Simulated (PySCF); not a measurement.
Molecule: SMILES N=[PH3], H$_{4}$NP.

Bonds (- single, = double, # triple, : aromatic): N1=P2 1.565 Å. N1 carries H3; P2 carries H4, H5, H6.

Geometry PBE0-D3(BJ)/def2-SVP throughout; GIAO in PySCF 2.14, gas phase, one conformer, non-relativistic; equivalent atoms averaged; basis pcSseg-2.

(1) How do the shifts δ (against NH3, H3PO4, TMS at the same level) depend on the functional? (ppm; last column core-seconds on shared hosts with different chips, so compare them loosely; the GGAs took longer than the global hybrids here, which isn't the general rule, and the cause wasn't traced)

(2) Which nucleus moves most, in ppm?

## Answers

(1) 
```tsv
functional	kind	N1	P2	H4/H5/H6	H3	core-s
HF	Hartree–Fock	-19.4	-75.7	6.30	-1.37	1.8
LDA	LDA	0.3	-112.4	7.86	-1.58	4.8
PBE	GGA	2.2	-105.1	7.61	-1.45	6
BLYP	GGA	7.3	-101.3	7.57	-1.32	5.7
BP86	GGA	1.8	-102.9	7.57	-1.42	5.7
OPBE	GGA	-1.0	-100.2	7.50	-1.40	6
KT2	GGA	-0.2	-104.2	7.44	-1.56	6.4
KT3	GGA	2.4	-97.5	7.31	-1.39	5.9
B97-D	GGA	3.2	-95.4	7.47	-1.29	5.7
B3LYP	global hybrid	-0.4	-97.1	7.22	-1.38	3.6
PBE0	global hybrid	-6.3	-99.9	7.18	-1.49	3.6
mPW1PW91	global hybrid	-6.0	-98.4	7.15	-1.45	3.7
WP04	global hybrid	0.5	-80.6	6.61	-0.99	3.2
B97-2	global hybrid	-4.9	-95.4	7.14	-1.40	3
BHandHLYP	global hybrid	-8.9	-89.8	6.80	-1.41	2.9
CAM-B3LYP	range-separated hybrid	-5.7	-101.1	7.07	-1.46	4
wB97X-D	range-separated hybrid	-9.2	-101.2	7.03	-1.44	4.1
LC-wPBE	range-separated hybrid	-14.7	-106.8	6.85	-1.52	6.5
```

(2) P2 (phosphorus bonded to N, 3 H): from -112.4 ppm with LDA to -75.7 ppm with HF. The smallest spread is 0.60 ppm, at H3.
